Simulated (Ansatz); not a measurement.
Ansatz (a program for electronic structure) input (B3LYP-D3(BJ)/def2-TZVP):

Ansatz 0.2 input:
```yaml
crystal:
  periodic: [false, false, false]
  atoms:
    - {symbol: O, position_ang: [0.10238077, 0.43715419, -0.26164951]}
    - {symbol: O, position_ang: [-0.18974657, -0.76173455, 0.43651610]}
    - {symbol: H, position_ang: [1.02799308, 0.68492893, 0.02803396]}
    - {symbol: H, position_ang: [-0.39746138, -1.45808347, -0.22444719]}
    - {symbol: H, position_ang: [-0.56067939, 1.10387405, 0.08190419]}
basis:
  gaussian:
    orbitals: def2-TZVP
hamiltonian:
  xc: b3lyp
  dispersion: d3bj
total_charge: 1
relax: {f_tol: 0.002, max_steps: 150}
```

End of the output:

```
relax step   5: F+E_penalty+E_count = -4132.99066122 eV  Δ(F+E_penalty+E_count) = -3.478e-5 eV  max|allowed force component| = 1.402e-3 eV/Å  Δτ_max = 0.0015 Å  (31 SCF iters, accepted)
integrals: 0.01 GiB planned
434 factors; their error is unknown
mean field: 0.16 GiB planned
mean field evaluation 64: about -4132.9360 eV, gradient 7.5e-3 eV
mean field -4132.93595640 eV, -151.8825949932 hartree, gradient 9.4e-6 eV, S^2 0.000000; 1 other end points of the search recorded, 0 dependent functions left out
the calculation of the forces begins
reference -4132.93609501 eV, -151.8826000870 hartree; 9, 9 occupied and 71, 71 virtual orbitals, 434 factors
Total energy: -4132.99079983 eV, -151.8846104518 hartree
Atom 0 at     0.099468     0.425354    -0.250661 Å, force     0.000252     0.001402    -0.001299 eV/Å
Atom 1 at    -0.196101    -0.790351     0.488873 Å, force     0.000267     0.001123     0.000072 eV/Å
Atom 2 at     1.017196     0.681595     0.011285 Å, force    -0.001140    -0.000540     0.000621 eV/Å
Atom 3 at    -0.384310    -1.406714    -0.254195 Å, force    -0.000205    -0.000922     0.000048 eV/Å
Atom 4 at    -0.553767     1.096256     0.065055 Å, force     0.000827    -0.001064     0.000558 eV/Å
Dipole moment:     0.104468     0.422840    -0.207681 e Å
```

It need not be the lowest isomer of its formula.
